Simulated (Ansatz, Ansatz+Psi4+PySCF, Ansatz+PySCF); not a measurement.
```xyz
6

C    -0.9783   -0.6478    0.0000
C     0.0000    0.5063    0.0000
H    -0.4556   -1.6078    0.0000
H    -1.6176   -0.5633    0.8811
H    -1.6176   -0.5633   -0.8811
O     1.1951    0.4479    0.0000
```

Basis set: cc-pVTZ (spherical functions). Frozen core: 3 orbitals. Correlation on ROHF uses semicanonical orbitals with singles. Charge 0, multiplicity 2.

Computed with Ansatz (development build ahead of 0.2.0); free ground-state atoms in the same class of orbitals, no zero-point energy, no relativity.

The atomization energy of doublet C2H3O from measured heats of formation, zero-point and thermal terms removed is 25.210 eV (G2/97 set, Curtiss et al., J. Chem. Phys. 106, 1063 (1997), as shipped with ASE); it holds spin-orbit and other relativistic effects.

(1) How far do ROHF-CCSD(T), UHF-CCSD(T), ROHF-MP2, UHF-MP2, ROHF, UHF miss it in this basis?

Answers

(1)

| method | atomization energy (eV) | computed − measured (eV) |
| --- | --- | --- |
| ROHF-CCSD(T) | 24.522 | -0.688 |
| UHF-CCSD(T) | 24.514 | -0.696 |
| ROHF-MP2 | 25.134 | -0.076 |
| UHF-MP2 | 25.094 | -0.116 |
| ROHF | 18.244 | -6.966 |
| UHF | 17.949 | -7.261 |
